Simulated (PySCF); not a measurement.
Sound and unsound settings

Molecule: butyronitrile (CCCC#N, C₄H₇N); geometry GFN2-xTB.

Bonds (- single, = double, # triple, : aromatic): C1-C2 1.524 Å, C2-C3 1.535 Å, C3-C4 1.440 Å, C4#N5 1.143 Å. C1 carries H6, H7, H8; C2 carries H9, H10; C3 carries H11, H12.

All runs: PySCF, non-relativistic, gas phase unless a solvent (IEF-PCM) is named; grid level 2, GIAOs and SCF threshold 1e-9 unless changed. The yardstick, PBE0/pcSseg-1, gives these isotropic shieldings σ (ppm, equivalent atoms averaged): C4 62.9, C3 167.2, C1 171.5, N5 -32.5, H11/H12 29.48, H9/H10 30.11, H6/H7/H8 30.48.

(1) What do these inputs give? (1) PBE0/pcSseg-1; (2) X3LYP/3-21G; grid level 1; conv 1e-07

(2) Comment on the technical settings and failures.

Results:

(1) 
```tsv
run	outcome	functions	wall time	C4	C3	C1	N5	H11/H12	H9/H10	H6/H7/H8
1	converged	120	11 s	62.9	167.2	171.5	-32.5	29.48	30.11	30.48
2	converged	59	2.9 s	99.7	185.8	189.6	18.3	30.91	31.46	31.85
```

Times are on 1 thread of an Arm Neoverse V1, shared host.

(2) 
- Run 2: The functional and orbital basis differ from the yardstick's, which in itself moves the values. Grid level 1 is coarse; it adds numerical noise and can break the equality of equivalent atoms. With 59 functions the basis is far too small for magnetic properties.

Run 2 was set up unsoundly or failed; its numbers aren't to be quoted as properties of the molecule.
